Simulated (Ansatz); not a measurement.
## C4H8N2, SMILES N#CCCCN: a ranking of conformers, step by step

Computed with the Python package of Ansatz (0.2.0).

At the Python prompt:
```pycon
>>> import ansatz as az
>>> from rdkit import Chem
>>> from rdkit.Chem import AllChem
>>> rd = Chem.AddHs(Chem.MolFromSmiles("N#CCCCN"))
>>> ids = list(AllChem.EmbedMultipleConfs(rd, numConfs=20, randomSeed=363, pruneRmsThresh=0.4))
>>> field = [energy for _, energy in AllChem.MMFFOptimizeMoleculeConfs(rd)]
>>> distinct = {round(e, 2): i for i, e in zip(ids, field)}
>>> chosen = sorted(distinct.items())[:5]
>>> found = []
>>> for force_field, index in chosen:
...     geometry = az.Crystal.molecule()
...     for atom, xyz in zip(rd.GetAtoms(), rd.GetConformer(index).GetPositions()):
...         geometry = geometry.atom(atom.GetSymbol(), xyz.round(5).tolist())
...     calculation = geometry.calculation()
...     calculation = calculation.basis(gaussian="def2-SVP")
...     calculation = calculation.functional("pbe")
...     found.append(calculation.run(threads=1).report["free_energy_ev"])
...
>>> print("conformer   MMFF (kcal/mol)   this level (kcal/mol)")
conformer   MMFF (kcal/mol)   this level (kcal/mol)
>>> for (force_field, index), e in zip(chosen, found):
...     print(f"{index:9d} {force_field - chosen[0][0]:17.2f} {23.060548 * (e - min(found)):17.3f}")
...
        3              0.00             0.000
        4              0.59             0.532
        0              0.93             1.371
        1              1.81             1.000
        5              1.97             1.472
```

The conformers keep their force-field geometries. Finished in 20 s on 1 thread of Arm Neoverse V2, on a shared host, peak memory 0.28 GiB.
